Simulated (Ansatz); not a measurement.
Ansatz (a quantum-chemistry and plane-wave program) input (MP2/def2-TZVP):

Ansatz 0.2 input:
```yaml
crystal:
  periodic: [false, false, false]
  atoms:
    - {symbol: Na, position_ang: [-0.00000000, -0.00000000, -1.52722632]}
    - {symbol: Na, position_ang: [0.00000000, 0.00000000, 1.52722632]}
basis:
  gaussian:
    orbitals: def2-TZVP
magnetization: {spin_polarized: false}
correlation: {method: mp2, electrons: outside_noble_gas}
relax: {f_tol: 0.003, max_steps: 100}
```

Output:

```
Functional definition: HF
these checks for a lower state are left out or cut short: cluster_reference
integrals: 0.02 GiB planned
610 factors; integrals over basis functions are off by at most 1.9e-4 eV
mean field: 0.10 GiB planned
mean field evaluation 1: about -8808.3579 eV, gradient 2.9e0 eV
mean field evaluation 2: about -8808.3578 eV, gradient 2.9e0 eV
mean field evaluation 4: about -8808.3991 eV, gradient 2.2e-1 eV
mean field evaluation 8: about -8808.3995 eV, gradient 2.2e-6 eV
mean field -8808.39950179 eV, -323.7027111431 hartree, gradient 2.2e-6 eV, S^2 0.000000; 0 other end points of the search recorded, 0 dependent functions left out; unrestricted orbitals would lower it
10 core orbitals not correlated
reference -8808.39950179 eV, -323.7027111431 hartree; 1, 1 occupied and 53, 53 virtual orbitals, 610 factors
densities: 0.08 GiB planned
second order -0.47953223 eV of doubles, -0.00000000 eV of singles
the calculation of the forces begins
relax step   1: F+E_penalty+E_count = -8808.87903402 eV  Δ(F+E_penalty+E_count) = +0.000e0 eV  max|allowed force component| = 1.548e-1 eV/Å  Δτ_max = 0.0000 Å  (30 SCF iters, accepted)
these checks for a lower state are left out or cut short: starts, cluster_reference, orbital_swaps, neighbouring_geometries, increment
integrals: 0.02 GiB planned
610 factors; integrals over basis functions are off by at most 2.0e-4 eV
mean field: 0.10 GiB planned
mean field evaluation 16: about -8808.4031 eV, gradient 1.7e-6 eV
mean field -8808.40305592 eV, -323.7028417552 hartree, gradient 1.7e-6 eV, S^2 0.000000; 0 other end points of the search recorded, 0 dependent functions left out; unrestricted orbitals would lower it
10 core orbitals not correlated
reference -8808.40305592 eV, -323.7028417552 hartree; 1, 1 occupied and 53, 53 virtual orbitals, 610 factors
densities: 0.08 GiB planned
second order -0.47916101 eV of doubles, -0.00000000 eV of singles
the calculation of the forces begins
relax step   2: F+E_penalty+E_count = -8808.88221693 eV  Δ(F+E_penalty+E_count) = -3.183e-3 eV  max|allowed force component| = 1.266e-1 eV/Å  Δτ_max = 0.0113 Å  (26 SCF iters, accepted)
these checks for a lower state are left out or cut short: starts, cluster_reference, orbital_swaps, neighbouring_geometries, increment
integrals: 0.02 GiB planned
610 factors; integrals over basis functions are off by at most 2.4e-4 eV
mean field: 0.10 GiB planned
mean field -8808.41145041 eV, -323.7031502468 hartree, gradient 2.8e-6 eV, S^2 0.000000; 0 other end points of the search recorded, 0 dependent functions left out; unrestricted orbitals would lower it
10 core orbitals not correlated
reference -8808.41145041 eV, -323.7031502468 hartree; 1, 1 occupied and 53, 53 virtual orbitals, 610 factors
densities: 0.08 GiB planned
second order -0.47764846 eV of doubles, -0.00000000 eV of singles
the calculation of the forces begins
relax step   3: F+E_penalty+E_count = -8808.88909887 eV  Δ(F+E_penalty+E_count) = -6.882e-3 eV  max|allowed force component| = 1.184e-2 eV/Å  Δτ_max = 0.0509 Å  (24 SCF iters, accepted)
these checks for a lower state are left out or cut short: starts, cluster_reference, orbital_swaps, neighbouring_geometries, increment
integrals: 0.02 GiB planned
610 factors; integrals over basis functions are off by at most 2.5e-4 eV
mean field: 0.10 GiB planned
mean field evaluation 32: about -8808.4117 eV, gradient 1.6e-6 eV
mean field -8808.41168719 eV, -323.7031589485 hartree, gradient 1.6e-6 eV, S^2 0.000000; 0 other end points of the search recorded, 0 dependent functions left out; unrestricted orbitals would lower it
10 core orbitals not correlated
reference -8808.41168719 eV, -323.7031589485 hartree; 1, 1 occupied and 53, 53 virtual orbitals, 610 factors
densities: 0.08 GiB planned
second order -0.47747911 eV of doubles, -0.00000000 eV of singles
the calculation of the forces begins
relax step   4: F+E_penalty+E_count = -8808.88916631 eV  Δ(F+E_penalty+E_count) = -6.744e-5 eV  max|allowed force component| = 1.117e-3 eV/Å  Δτ_max = 0.0063 Å  (28 SCF iters, accepted)
these checks for a lower state are left out or cut short: cluster_reference
integrals: 0.02 GiB planned
610 factors; integrals over basis functions are off by at most 2.5e-4 eV
mean field: 0.10 GiB planned
mean field -8808.41168719 eV, -323.7031589485 hartree, gradient 1.6e-6 eV, S^2 0.000000; 1 other end points of the search recorded, 0 dependent functions left out; unrestricted orbitals would lower it
10 core orbitals not correlated
reference -8808.41168719 eV, -323.7031589485 hartree; 1, 1 occupied and 53, 53 virtual orbitals, 610 factors
densities: 0.08 GiB planned
second order -0.47747911 eV of doubles, -0.00000000 eV of singles
the calculation of the forces begins
Total energy: -8808.88916631 eV, -323.7207059823 hartree
Atom 0 at    -0.000000     0.000000    -1.595733 Å, force     0.000000     0.000000     0.001117 eV/Å
Atom 1 at     0.000000    -0.000000     1.595733 Å, force    -0.000000    -0.000000    -0.001117 eV/Å
Dipole moment:     0.000000     0.000000     0.000000 e Å
Checks for a lower state left out: cluster_reference
```
